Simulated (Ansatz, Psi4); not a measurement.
Heat of formation of CH3F (fluoromethane) from total energies

CH3F: 5 atoms, total charge 0, spin state singlet. As SMILES, `CF`. Geometry: optimised at PBE0/def2-TZVP.

Total energies at CCSD(T)/CBS estimate, 2 core orbitals frozen (Psi4 1.11); the atoms run unrestricted:

| species | state | energy (Eh) |
| --- | --- | --- |
| CH3F | singlet | -139.633489 |
| C | triplet | -37.791683 |
| F | doublet | -99.667772 |
| H | doublet | -0.500000 |

Harmonic wavenumbers at PBE0-D4/def2-TZVP, in cm⁻¹: 1097, 1199, 1199, 1485, 1489, 1489, 3044, 3131, 3131.

Measured heats of formation of the gaseous atoms at 298.15 K, in kJ/mol: C 716.9, F 79.4, H 218.0. Spin-orbit lowering of the atoms at 298 K (mean of the ground term's levels less their thermal mean, from spectra), in kJ/mol: C 0.02, F 1.29. Take 1 Eh = 2625.50 kJ/mol, 1 cm⁻¹ = 0.0119627 kJ/mol, RT = 2.479 kJ/mol.

Question: What heat of formation follows?

Answer: 
1. Electronic atomisation energy: (-37.791683) + (-99.667772) + 3 × (-0.500000) − (-139.633489) = 0.674034 Eh = 1769.7 kJ/mol.
2. Zero-point energy: half the sum of the wavenumbers, 8632 cm⁻¹ = 103.3 kJ/mol.
3. Thermal vibrational enthalpy, Σ hcν̃/(exp(hcν̃/kT) − 1): 0.2 kJ/mol. Translation, rotation and pV of a non-linear molecule: 4 RT = 9.9 kJ/mol.
4. The 5 free atoms carry 5/2 RT each: 31.0 kJ/mol.
5. Spin-orbit coupling lowers the free atoms by 0.02 + 1.29 = 1.3 kJ/mol.
6. Atomisation enthalpy at 298 K: 1769.7 − 1.3 − 103.3 − 0.2 − 9.9 + 31.0 = 1686.0 kJ/mol.
7. Sum of the atoms' heats of formation: 1450.3 kJ/mol. Heat of formation: 1450.3 − 1686.0 = -235.7 kJ/mol.

The tabulated value is -236.6 kJ/mol (Active Thermochemical Tables), so this level is off by +0.9 kJ/mol, or 0.1 % of the atomisation enthalpy that the table implies (1686.8 kJ/mol). Anharmonicity and any spin-orbit splitting of the molecule are left out, and so is core correlation.
